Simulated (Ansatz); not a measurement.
# CH5N: vertical energies of changing the electron count, by script

The task is vertical energies of changing the electron count, for CH5N. SMILES: CN.

Computed with the Python package of Ansatz 0.2.0. Level of theory: B3LYP+D3(BJ)/def2-SVPD.

## Step 1: The structure

Bond lengths: C1–N2 1.453 Å, C1–H3 1.099 Å, C1–H4 1.089 Å, C1–H5 1.089 Å, N2–H6 1.015 Å, N2–H7 1.014 Å. Angles: C1–N2–H6 110.2°, C1–N2–H7 110.2°, H6–N2–H7 107.7°, N2–C1–H3 114.4°, N2–C1–H4 108.5°, N2–C1–H5 108.5°, H3–C1–H4 108.4°, H3–C1–H5 108.4°, H4–C1–H5 108.4°.

The script holds or builds the structure itself.

## Step 2: The script

run_ip.py

```python
import ansatz as az


def total_energy(molecule, charge=0, unpaired=0):
    calc = (
        molecule.calculation()
        .basis(gaussian="def2-SVPD")
        .functional("b3lyp", dispersion="d3bj")
    )
    if charge:
        calc = calc.charge(charge)
    if unpaired:
        calc = calc.spin("collinear", total=unpaired)
    report = calc.run().report
    if report["published_state_doubts"]:
        print("  doubts:", report["published_state_doubts"])
    return report["free_energy_ev"]

geometry_ang = [
    ("C", [-0.47795, -0.13864, -0.28538]),
    ("N", [0.79675, 0.39012, 0.16831]),
    ("H", [-0.97622, -0.8034, 0.43479]),
    ("H", [-0.31409, -0.69304, -1.20862]),
    ("H", [-1.1434, 0.69682, -0.49888]),
    ("H", [1.44208, -0.36858, 0.36324]),
    ("H", [0.67283, 0.91672, 1.02653]),
]
mol = az.Crystal.molecule()
for symbol, xyz in geometry_ang:
    mol = mol.atom(symbol, xyz)

parent = total_energy(mol, 0, 0)
cation = total_energy(mol, 1, 1)
print(f"E(N)   = {parent:.5f} eV")
print(f"E(N-1) = {cation:.5f} eV  (1 unpaired)")
print(f"vertical ionisation energy {cation - parent:.3f} eV")
anion = total_energy(mol, -1, 1)
print(f"E(N+1) = {anion:.5f} eV  (1 unpaired)")
print(f"vertical electron affinity {parent - anion:.3f} eV" + ("" if anion < parent else " (unbound in this basis)"))
print(f"fundamental gap IP - EA = {cation + anion - 2 * parent:.3f} eV")
```

## Step 3: The calls as engine input

The engine receives this input (first run):

```yaml
crystal:
  periodic: [false, false, false]
  atoms:
    - { symbol: C, position_ang: [-0.47795, -0.13864, -0.28538] }
    - { symbol: "N", position_ang: [0.79675, 0.39012, 0.16831] }
    - { symbol: H, position_ang: [-0.97622, -0.8034, 0.43479] }
    - { symbol: H, position_ang: [-0.31409, -0.69304, -1.20862] }
    - { symbol: H, position_ang: [-1.1434, 0.69682, -0.49888] }
    - { symbol: H, position_ang: [1.44208, -0.36858, 0.36324] }
    - { symbol: H, position_ang: [0.67283, 0.91672, 1.02653] }
basis:
  gaussian:
    orbitals: def2-SVPD
hamiltonian:
  xc: b3lyp
  dispersion: d3bj
```

## Step 4: Launch

Run with:

```bash
> python run_ip.py
```

**Question.** What does it cost to change the electron count at this fixed geometry?

The runs gave:

```
                  quantity      value
vertical ionisation energy   9.626 eV
vertical electron affinity  -2.007 eV
             runs compared          3
```

**Reading.** The ionisation energy is a difference of two total energies at the neutral geometry. The added electron isn't bound in this basis, so the negative affinity reflects the basis as much as the molecule. At this unrelaxed geometry removing an electron costs 9.63 eV and an added one is unbound in this basis (by 2.01 eV). The geometry is a force-field or estimated start, not a minimum of this method, and the basis set is short of its limit. All parts are taken at fixed geometry, without zero-point energy. At an unrelaxed start these energies can be a whole eV from those at the minimum, and a small affinity can change sign. b3lyp holds the VWN-RPA fit, as in Gaussian; the form of ORCA and Turbomole is b3lyp5. A negative electron affinity means that the anion is unbound here; its size hangs on the basis and tends to about zero as the basis grows, and so does its part in any gap built on it.
